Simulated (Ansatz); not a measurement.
Molecule (SMILES): [O]F (O-F), doublet.
Atoms: O1, F2. Bonds: O1-F2.

Basis-set convergence of the optimised O1-F2 bond length at PBE with Ansatz (a program for electronic structure). Cartesian d functions, on some or all atoms, in 6-31G**; all else is spherical. The program fits the integrals of some runs and decomposes those of others, by size. Open shells are unrestricted. No added dispersion term, no relativity. Reference: the value in pcseg-4, 1.3584 Å, itself unsure by roughly 0.0003 Å (its mean distance from aug-pcseg-3, aug-cc-pVQZ, cc-pV5Z). Deviations are taken from unrounded values.

```csv
basis,functions,optimised O1-F2 bond length (Å),minus reference (Å)
STO-3G,10,1.3764,0.0180
3-21G,18,1.4388,0.0804
6-31G,18,1.4370,0.0786
pcseg-0,18,1.4649,0.1065
cc-pVDZ,28,1.3651,0.0067
pcseg-1,28,1.3724,0.0140
6-31G**,30,1.3636,0.0053
6-311G**,36,1.3627,0.0043
cc-pVTZ,60,1.3609,0.0025
pcseg-2,60,1.3609,0.0025
cc-pVQZ,110,1.3592,0.0009
pcseg-3,120,1.3588,0.0004
cc-pV5Z,182,1.3587,0.0004
pcseg-4,202,1.3584,0.0000
```

The smallest set listed that lies within 0.01 Å of the reference with all its larger relatives (same family, alike in diffuse functions; a set with none counts only in the reference's own line) is cc-pVDZ (28 functions, 0.0067 Å off).
